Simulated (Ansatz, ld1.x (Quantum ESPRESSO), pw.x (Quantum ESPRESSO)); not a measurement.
Equation-of-state test of one TM potential (molybdenum (Mo))

ld1.x (Quantum ESPRESSO) 7.5 input, shortened:

```
&input
   title='Mo', zed=42., rel=1, dft='PBESOL', iswitch=3,
   config='[Kr] 4d5 5s0 5p0'
 /
 &inputp
   pseudotype=2, tm=.true., lloc=0,
   nlcc=.false.
 /
3
5P  2  1   0.00   0.00  2.70  2.70  0.0
4D  3  2   5.00   0.00  1.80  1.80  0.0
5S  1  0   0.00   0.00  2.25  2.25  0.0
 &test
   configts(1)='4d5 5s0 5p0'
 /
```

Atomic tests: cutoffs needed: 40 Ry and 50 Ry (the cutoffs (Ry, on a coarse ladder) from which the occupation-weighted sum of valence levels, in a spherical-Bessel basis at the reference potential, stays within 10 and 1 mRy of its value at 400 Ry); ghost test: no extra level below or beside the all-electron valence levels (p, d, s, f tested) (spherical-Bessel basis up to 400 Ry, 20 bohr box); largest excitation error: -736 meV (all-electron minus pseudo) for 4d2 5s0 5p0, out of 7 test configurations.

Crystal test: bcc Mo in pw.x 7.5, no spin, 15³ k-points, Fermi–Dirac smearing 0.01 Ry, cutoffs 60/240 Ry. The reference is all-electron LAPW (Ansatz 0.2.0) with the same functional, mesh and smearing; V0 and B0 come from Birch–Murnaghan fits to the pressures at five volumes. Errors are pseudo minus all-electron; Δ is the rms difference of the E(V) curves that follow from these fits, minima aligned, over ±6 % about the mean V0. Mesh and smearing are coarse, so the numbers serve the comparison and aren't converged zero-temperature values; the lattice is a test structure that the element need not adopt.

```tsv
V (Å³/atom)	P all-electron (GPa)	P pseudo (GPa)
14.561	16.26	27.17
14.944	7.74	17.57
15.327	0.24	9.12
15.710	-6.34	1.69
16.093	-12.13	-4.85
```

All-electron: a0 = 3.131 Å (V0 = 15.34 Å³/atom), B0 = 279.7 GPa.

Pseudopotential: mean pressure error (GPa): +8.98; a0 (Å): 3.162; a0 error (%): +1.00; B0 error (%): -0.3; Δ (meV/atom): 28.5. The largest radius (2.70 bohr) exceeds half the bond length (2.56 bohr), so the spheres overlap, which is one possible source of error among others. This is a poor potential for the solid.

At the middle volume, how do free energy and pressure move when the wave cutoff is lowered (ecutrho kept at four times it)?

| cutoff (Ry) | shift of F (meV/atom) | shift of P (GPa) |
| --- | --- | --- |
| 27 | +1819.7 | -69.26 |
| 36 | +235.6 | -14.06 |
| 48 | +6.5 | -0.69 |

Input at the middle volume:

```
&control
  calculation='scf', prefix='x', pseudo_dir='./', outdir='./tmp', tstress=.true., disk_io='none'
/
&system
  ibrav=0, nat=1, ntyp=1, ecutwfc=60, ecutrho=240, nbnd=10,
  occupations='smearing', smearing='fd', degauss=0.01
/
&electrons
  conv_thr=1e-09, mixing_beta=0.4, electron_maxstep=70
/
ATOMIC_SPECIES
Mo 1.0 Mo.UPF
CELL_PARAMETERS angstrom
  -1.56482481 1.56482481 1.56482481
  1.56482481 -1.56482481 1.56482481
  1.56482481 1.56482481 -1.56482481
ATOMIC_POSITIONS crystal
Mo 0.0000 0.0000 0.0000
K_POINTS automatic
15 15 15 0 0 0
```

```bash
pw.x < Mo.scf.in > Mo.scf.out
```

Lines of the output:

```
Message from routine setup:
     using ibrav=0 with symmetry is DISCOURAGED, use correct ibrav instead
     lattice parameter (alat)  =       5.1218  a.u.
     unit-cell volume          =     103.4317 (a.u.)^3
     number of electrons       =         6.00
     number of Kohn-Sham states=           10
     kinetic-energy cutoff     =      60.0000  Ry
     charge density cutoff     =     240.0000  Ry
     scf convergence threshold =      1.0E-09
     Exchange-correlation= PBESOL
     number of k points=   120  Fermi-Dirac smearing, width (Ry)=  0.0100
     iteration #  1     ecut=    60.00 Ry     beta= 0.40
     total energy              =     -16.24941256 Ry
     estimated scf accuracy    <       0.56471339 Ry
     iteration #  2     ecut=    60.00 Ry     beta= 0.40
     total energy              =     -16.22025405 Ry
     estimated scf accuracy    <       0.09803091 Ry
     iteration #  3     ecut=    60.00 Ry     beta= 0.40
     total energy              =     -16.23763490 Ry
     estimated scf accuracy    <       0.00088982 Ry
     iteration #  4     ecut=    60.00 Ry     beta= 0.40
     total energy              =     -16.23667728 Ry
     estimated scf accuracy    <       0.00362570 Ry
     iteration #  5     ecut=    60.00 Ry     beta= 0.40
     total energy              =     -16.23734046 Ry
     estimated scf accuracy    <       0.00007865 Ry
     iteration #  6     ecut=    60.00 Ry     beta= 0.40
     total energy              =     -16.23734689 Ry
     estimated scf accuracy    <       0.00000273 Ry
     iteration #  7     ecut=    60.00 Ry     beta= 0.40
     total energy              =     -16.23734736 Ry
     estimated scf accuracy    <          3.2E-09 Ry
     iteration #  8     ecut=    60.00 Ry     beta= 0.40
     total energy              =     -16.23734737 Ry
     estimated scf accuracy    <          1.5E-09 Ry
     iteration #  9     ecut=    60.00 Ry     beta= 0.40
     total energy              =     -16.23734737 Ry
     estimated scf accuracy    <          3.6E-09 Ry
     iteration # 10     ecut=    60.00 Ry     beta= 0.40
     total energy              =     -16.23734737 Ry
     estimated scf accuracy    <          8.7E-09 Ry
     iteration # 11     ecut=    60.00 Ry     beta= 0.40
     total energy              =     -16.23734737 Ry
     estimated scf accuracy    <          6.8E-09 Ry
     iteration # 12     ecut=    60.00 Ry     beta= 0.40
     total energy              =     -16.23734737 Ry
     estimated scf accuracy    <          2.4E-09 Ry
     iteration # 13     ecut=    60.00 Ry     beta= 0.40
     total energy              =     -16.23734737 Ry
     estimated scf accuracy    <          1.5E-09 Ry
     iteration # 14     ecut=    60.00 Ry     beta= 0.40
     total energy              =     -16.23734737 Ry
     estimated scf accuracy    <          1.1E-09 Ry
     iteration # 15     ecut=    60.00 Ry     beta= 0.40
     the Fermi energy is    14.4001 ev
!    total energy              =     -16.23734737 Ry
     estimated scf accuracy    <          1.3E-10 Ry
     smearing contrib. (-TS)   =      -0.00279836 Ry
     The total energy is F=E-TS. E is the sum of the following terms:
     one-electron contribution =       9.72692079 Ry
     hartree contribution      =       0.39217399 Ry
     xc contribution           =      -4.20139447 Ry
     ewald contribution        =     -22.15224931 Ry
     convergence has been achieved in  15 iterations
          total   stress  (Ry/bohr**3)                   (kbar)     P=       91.25
     Message from routine punch:
     Nothing written, as per user request (disk_io='none')
```

The run at the middle volume (120 k-points, 15 iterations) took about 14 s on one core of a shared host (Neoverse-V1, 32 threads, 247 GiB, load 9).
